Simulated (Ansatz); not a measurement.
Input for Ansatz (an electronic-structure program): R-HF/def2-TZVPP on hydrogen peroxide (SMILES OO), atoms moved off the minimum.

Ansatz 0.2 input:
```yaml
crystal:
  periodic: [false, false, false]
  atoms:
    - {symbol: O, position_ang: [-0.69977085, -0.03181605, 0.24196308]}
    - {symbol: O, position_ang: [0.69768433, -0.09022180, -0.38992374]}
    - {symbol: H, position_ang: [-1.12545855, 0.40272689, -0.42123598]}
    - {symbol: H, position_ang: [1.18665391, 0.50415831, 0.43751540]}
basis:
  gaussian:
    orbitals: def2-TZVPP
hamiltonian:
  xc: {name: HF}
scf: {lower_state_search: off}
output: {forces: true}
```

Output:

```
WARN ansatz: RAYON_NUM_THREADS=1 ignored (pool sized by the plan → 1); use --threads N
Functional definition: HF
these checks for a lower state are left out or cut short: stability, starts, cluster_reference, orbital_swaps, neighbouring_geometries, increment
integrals: 0.01 GiB planned
482 factors; their error is unknown
mean field: 0.11 GiB planned
mean field evaluation 1: about -4102.6090 eV, gradient 2.3e1 eV
mean field evaluation 2: about -4103.4667 eV, gradient 9.2e0 eV
mean field evaluation 4: about -4103.6069 eV, gradient 8.7e-1 eV
mean field evaluation 8: about -4103.6095 eV, gradient 3.8e-2 eV
mean field -4103.65823694 eV, -150.8066586480 hartree, gradient 1.1e-6 eV, S^2 0.000000; 0 other end points of the search recorded, 0 dependent functions left out
the calculation of the forces begins
reference -4103.65823694 eV, -150.8066586480 hartree; 9, 9 occupied and 81, 81 virtual orbitals, 482 factors
Total energy: -4103.65823694 eV, -150.8066586480 hartree
Atom 0 at    -0.699771    -0.031816     0.241963 Å, force     4.655188    -1.693451     0.392318 eV/Å
Atom 1 at     0.697684    -0.090222    -0.389924 Å, force    -0.876635     3.595367     6.500970 eV/Å
Atom 2 at    -1.125459     0.402727    -0.421236 Å, force    -1.478856     1.410203    -2.164191 eV/Å
Atom 3 at     1.186654     0.504158     0.437515 Å, force    -2.299698    -3.312119    -4.729097 eV/Å
Dipole moment:     0.031963     0.381589     0.030334 e Å
Checks for a lower state left out: stability, starts, cluster_reference, orbital_swaps, neighbouring_geometries, increment
```

Self-consistency was reached.

Cost: roughly 0.6 core-seconds.
